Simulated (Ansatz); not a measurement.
# Rock-salt TiC

All values below come from LDA (PAW; Ansatz, a quantum-chemistry and plane-wave program).

Numerical settings: plane-wave cutoff 520 eV, 16×16×16 k mesh, Fermi–Dirac smearing 0.1 eV, perturbation theory, no spin polarisation, scalar-relativistic PAW data made under PBE.

Cell: measured lattice: a = b = c = 4.327 Å, α = β = γ = 90.00°.

| Item | Result |
|---|---|
| zone-centre TO phonon frequency | 506 cm⁻¹ |

Note: the cell isn't this level's own, so it is under some stress, which shifts stiffness and frequencies.

Cost on a shared machine: around 8 core-minutes (rough).
